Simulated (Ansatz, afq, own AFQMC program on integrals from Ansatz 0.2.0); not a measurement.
Atomization energy of TiH, quartet

```xyz
2

Ti    0.0000    0.0000    0.0000
H     0.0000    0.0000    1.7540
```

Atoms in their ground-state spins without spin–orbit coupling (mostly on UHF) minus the molecule (UHF), without zero-point energy. The geometry is a stationary point, not shown to be a minimum.

Basis def2-TZVP. Only valence electrons are correlated. AFQMC by an in-house program on the Cholesky factors that Ansatz 0.2.0 writes for its CCSD(T) run. ph-AFQMC/CISD is guided by a CISD state made of CCSD amplitudes; releasing the constraint for a short imaginary time cuts its bias at the price of noise, slowly where states lie close. Error bars are statistical, one sigma. The metal's outer-core s and p shells are frozen, which shifts wave-function levels against functionals. The errors of all members are added in quadrature.

No full CI on the walks' own integrals is used here; CCSDT(Q) serves as the reference and is uncertain by about the last step of the cluster series. Each member takes its own surest rung, up to full CI.

Errors are counted within def2-TZVP, not against nature.

Cautions: no relativity below Rb; outer-core shells of the metal frozen; TiH (quartet): lower spins were not checked, higher spins were not checked, strong correlation (T1 0.058, weight of the determinant 0.92, largest double 0.07), CCSDT(Q) on the ROHF determinant differs (53 meV higher), by its state or its frozen core, its ph-AFQMC/CISD value lies 21 ± 5 meV above CCSDT(Q).

Reference (CCSDT(Q)): 190.3 kJ/mol.

```tsv
level	atomization energy (kJ/mol)	error against CCSDT(Q) (kJ/mol)
HF	161.8	-28.5
MP2	182.6	-7.7
CCSD	189.3	-1.0
CCSD(T)	189.8	-0.5
CCSDT	190.3	0.0
ph-AFQMC/HF	194.1 ± 2.0	3.9 ± 2.0
ph-AFQMC/CISD	189.5 ± 0.4	-0.8 ± 0.4
released AFQMC	189.3 ± 0.9	-1.0 ± 0.9
```

Correlation beyond CCSD(T) adds 0.5 kJ/mol. The perturbative (T) step is worth +0.5 kJ/mol. Where the cautions show a poor determinant, the low rows tell how each method copes with it, not its usual error.

Released energies are given only where the last usable release times agree within the noise; a slower fall can still hide under it.
